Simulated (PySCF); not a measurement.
Bonds (- single, = double, # triple, : aromatic): C1-C2 1.451 Å, C2#C3 1.213 Å, C3-C4 1.462 Å, C4-N5 1.360 Å, C4=O6 1.213 Å. C1 carries H7, H8, H9; N5 carries H10, H11. H10 is cis to the C=O or C=S heteroatom; H11 is trans to the C=O or C=S heteroatom.

[PySCF 2.14.0 with density-fitted response routines: PBE0-D3(BJ)/def2-SVP structure; GIAO HF/pcSseg-2 shieldings; non-relativistic; one conformer; equivalent nuclei averaged; in vacuum]

References, each an isolated molecule treated in the same way: TMS for ¹³C and ¹H; ¹⁵N vs NH3; ¹⁷O vs H2O.

```json
{"atoms": "C3", "nucleus": "¹³C", "count": "1", "δ (ppm)": "77.2"}
{"atoms": "C1", "nucleus": "¹³C", "count": "1", "δ (ppm)": "3.3"}
{"atoms": "H11", "nucleus": "¹H", "count": "1", "δ (ppm)": "5.02"}
{"atoms": "C2", "nucleus": "¹³C", "count": "1", "δ (ppm)": "?"}
{"atoms": "H7/H8/H9", "nucleus": "¹H", "count": "3", "δ (ppm)": "?"}
{"atoms": "O6", "nucleus": "¹⁷O", "count": "1", "δ (ppm)": "404.5"}
{"atoms": "H10", "nucleus": "¹H", "count": "1", "δ (ppm)": "4.83"}
{"atoms": "N5", "nucleus": "¹⁵N", "count": "1", "δ (ppm)": "100.5"}
{"atoms": "C4", "nucleus": "¹³C", "count": "1", "δ (ppm)": "?"}
```

Q: Estimate the values marked ?.

A: 
- C4: 163.9 ppm, amide carbonyl carbon; it is a carbonyl in resonance with an O or N lone pair, the region of acids, esters and amides
- C2: 92.2 ppm, alkyne carbon; the triple bond shields along its axis, which puts it between sp3 and sp2 carbons
- H7/H8/H9: 1.95 ppm, hydrogen on a propargylic methyl carbon

The OH or NH signal is concentration- and solvent-dependent in practice; the value given is the gas-phase one. The two substituents on the amide-type nitrogen aren't averaged: C–N rotation is slow on the NMR time scale. Shifts are as computed, not scaled to solution data. Of 1211 compounds with measured shifts, 218 miss one by over three times the rms of a fit or turn the order of signals round; such compounds aren't used in these exercises. Hydrogen bonding in solution shields acid and N–H amide carbonyl oxygens by tens of ppm. Hydrogen bonding in solution deshields acid and N–H amide carbonyl carbons by as much as 10 ppm beyond these values. Unscaled 17O shifts of doubly bonded oxygen tend to come out too high, by tens of ppm or more. Experimental scales use liquid or dissolved standards, which lie at an offset from isolated NH3 (liquid NH3: subtract about 20 ppm) and H2O (liquid H2O: subtract about 36 ppm).
